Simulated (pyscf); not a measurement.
Thermochemistry of product channels of H₃C–SiH(Cl)–Cl (SMILES C[SiH](Cl)Cl) + Cl• (SMILES [Cl]) on the doublet surface, in kcal/mol, from CCSD(T)/def2-TZVPP + ΔMP2(QZVPP) energies (ideal gas, 1 atm, RRHO with modes under 100 cm⁻¹ raised to 100, one conformer, R ln 2 for chiral ones without a mode under 150 cm⁻¹). Single points on ωB97X-D3(BJ)/def2-SVP structures (PySCF, gas phase). MP2 and CC: frozen core, UHF for open shells. ΔMP2 is the change of the MP2 total energy from the triple- to the quadruple-zeta basis.

```csv
products,ΔE,ΔH(298 K),ΔG(900 K),ΔG(1200 K)
CH₃• (SMILES [CH3]) + Cl–SiH(Cl)–Cl (SMILES Cl[SiH](Cl)Cl),-14.9,-17.8,-22.3,-23.6
H₃C–Si•(Cl)–Cl (SMILES C[Si](Cl)Cl) + HCl (SMILES Cl),-8.9,-9.8,-17.0,-19.1
CH₄ (SMILES C) + Cl–Si•(Cl)–Cl (SMILES Cl[Si](Cl)Cl),-29.8,-29.2,-32.1,-32.3
```

These are energies of the channels, which say nothing of barriers. The CCSD(T) − MP2 part came from Ansatz, without density fitting, on the same reference. Left out: orbital degeneracy and the spin-orbit lowering of Cl.
